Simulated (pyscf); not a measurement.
Optimised with ωB97X-D3(BJ)/def2-SVP in PySCF.

SMILES: CC(C)CCl
```xyz
14

C     -0.2651    -1.0529     1.0183
C     -0.7841    -0.6329    -0.3572
C      0.0697    -1.2236    -1.4838
C     -0.8322     0.8859    -0.5094
Cl    -1.9577     1.6538     0.6523
H     -0.8835    -0.6266     1.8215
H      0.7725    -0.7064     1.1649
H     -0.2718    -2.1495     1.1209
H     -1.8190    -1.0016    -0.4700
H      0.0949    -2.3225    -1.4175
H      1.1103    -0.8621    -1.4205
H     -0.3234    -0.9541    -2.4774
H      0.1600     1.3313    -0.3395
H     -1.1745     1.1713    -1.5141
```
Charge 0, spin multiplicity 1.

### Question
How much does it cost (ΔH, 298 K, ωB97M-D3(BJ)/def2-TZVP) to split H₃C–CH(CH₃)–CH₂–Cl at its C–C bond into CH₃• + H₃C–CH•–CH₂–Cl?

### Answer
C–C to CH₃• + H₃C–CH•–CH₂–Cl: 86.7 kcal/mol. The 7 functionals that were run give +76.5 (r²SCAN) to +87.3 kcal/mol (ωB97X-D3(BJ)). Other isomers of H₃C–CH•–CH₂–Cl were not searched in full and may lie lower.
